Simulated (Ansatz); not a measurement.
Elastic constant C12 (GPa) of solids drawn from the class of elemental solids other than molecular ones, at two levels: PBE (Ansatz, a first-principles code, plane waves, PAW), and r²SCAN in Ansatz (PAW).

```tsv
solid	PBE	r²SCAN	shift (%)
fcc Cu	123	143	+16.3
bcc K	3.42	3.21	-6.1
hcp Be	21.2	18.6	-12.3
hcp Tc	219	242	+10.5
double-hcp La	15.3	16.5	+7.8
hcp Tl	24.4	30.0	+23
hcp Cd	38.4	41.3	+7.6
fcc Ir	229	249	+8.7
hcp Re	266	292	+9.8
bcc Na	7.22	7.10	-1.7
```

The shifts run from -12.3 % to +23 %, with a median of +8.3 %.

Over all 10 rows r²SCAN is the larger in 7.

Ansatz's runs of these crystals have no spin polarisation.

Spin–orbit coupling is left out, also for the solids with elements from indium on (double-hcp La, hcp Tl, fcc Ir, hcp Re); its size isn't shown.

Each level is taken at its own relaxed cell. Ansatz's density-functional and Hartree–Fock values are scalar-relativistic unless marked +SOC, with PAW data made under PBE.
